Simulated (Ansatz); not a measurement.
A calculation with Ansatz (development build ahead of 0.2.0).

```yaml
crystal:
  periodic: [false, false, false]
  atoms:
    - { symbol: Li, position_ang: [0.0, 0.0, 0.0] }
    - { symbol: C, position_ang: [1.31807, 1.75742, 3.80494] }
basis:
  gaussian: { orbitals: "6-31G" }
magnetization:
  initial_magnetization: 3
hamiltonian:
  xc: hf
correlation:
  method: fci
  frozen_orbitals: { C: 1, Li: 0 }
```

The input is written out in the form of the current development build from the run's settings.

Results

- Converged: yes
- Total energy: -45.14846 hartree
- State: lowest quartet root, of any spatial symmetry
